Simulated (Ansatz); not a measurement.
System: rock-salt RbBr. Method: r²SCAN+rVV10 in Ansatz (PAW).

Numerical settings: plane-wave cutoff 560 eV, 8×8×8 k mesh, Fermi–Dirac smearing 0.01 eV, scalar-relativistic PAW data made under PBE.

Pressure at four volumes; x = ln(V/40.118 Å³). One pressure is withheld.

| V (Å³/atom) | x | P (GPa) |
|---|---|---|
| 37.711 | -0.0619 | ? |
| 38.513 | -0.0408 | 0.711 |
| 40.118 | 0.0000 | -0.002 |
| 42.525 | 0.0583 | -0.793 |

Problem. Pass a parabola P(x) through the three rows shown, estimate the bulk modulus and its pressure derivative near zero pressure, and predict the withheld pressure.

Solution. Slopes between the rows: (-0.002 − (0.711))/(0.0000 − (-0.0408)) = -17.48 and (-0.793 − (-0.002))/(0.0583 − (0.0000)) = -13.57 GPa. Their difference over the span 0.0991 is c = 3.91/0.0991 = 39.5 GPa, so P(x) = 0.711 + (-17.48)(x − (-0.0408)) + 39.5 (x − (-0.0408))(x − (0.0000)). At the middle row B = −dP/dx = −[-17.48 + 39.5 × 0.0408] = 15.9 GPa, and B′ = dB/dP = 2c/B = 5.0. At x = -0.0619 the parabola gives 1.131 GPa; the run gives 1.138 GPa. The Birch–Murnaghan fit to the energies at all volumes has B0 = 15.8 GPa and B′ = 5.1.

Measured, for comparison: bulk modulus 16 GPa (4 K, zero-point motion not removed; as tabulated in Doll and Stoll (1998), arXiv:cond-mat/9801031). Computed (rounded) less measured: bulk modulus -1 %.

Ansatz is a first-principles code.
